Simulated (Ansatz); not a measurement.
A made-up structure of BSiH₄, doublet:

```csv
atom,x (Å),y (Å),z (Å)
B1,0.9150,-0.8072,0.7247
Si2,-0.3362,0.4163,-0.1874
H3,1.2599,-1.9417,0.8108
H4,1.4639,0.0164,1.3103
H5,0.4913,1.0273,-1.2697
H6,-0.7823,1.4971,0.7322
```

It is relaxed with PBE-D4/def2-SVP and then PBE0-D4/def2-TZVP (Ansatz 0.2.0). Atoms count as bonded within 1.22 times the sum of their covalent radii (H–H: 0.88 Å). The end point is not checked to be a true minimum.

(1) Does its bonding change? (Judge from chemistry; the calculation decides.)

## Answers

(1) The calculation gives: No: no bond forms or breaks.

Where it ends: The first stage lowers the energy by 0.87 eV in 9 steps. It ends as BSiH₄ ([BH2][SiH2]):
B1  (1.043, -0.680, 0.893)
Si2  (0.049, 0.633, -0.098)
H3  (1.528, -1.610, 0.322)
H4  (1.169, -0.559, 2.074)
H5  (-0.177, 0.594, -1.564)
H6  (-0.600, 1.829, 0.495)
(Å)

Labels in which every atom is bracketed show which atoms are joined, not bond orders.

For scale, one of the runs: PBE0-D4/def2-TZVP relaxation, 92 basis functions, launched by `ansatz run in.yaml --threads 2 --pin off --events-out ev --progress --plain --max-ram 4352MiB`. The run took about 5.5 s on 2 CPU threads of an Arm Neoverse V2 (shared host).
